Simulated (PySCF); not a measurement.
Method: PBE0-D4/def2-TZVP (PySCF). All species are isolated molecules in the gas phase. One relaxed conformer stands for a flexible species; it need not be the lowest. 

Reference species (SMILES): `O[SiH2][S]` (H–O–Si–S torsion 49°) (neutral, multiplicity 2).

| Quantity | Value |
|---|---|
| highest occupied spin orbital | -7.60 eV |

Changed species: `[SiH3]` (radical fragment; the reference has radical fragment).

**Question.** Give the shifts of the highest occupied spin orbital.

**Answer.** the highest occupied spin orbital rises by 1.20 eV, to -6.40 eV.
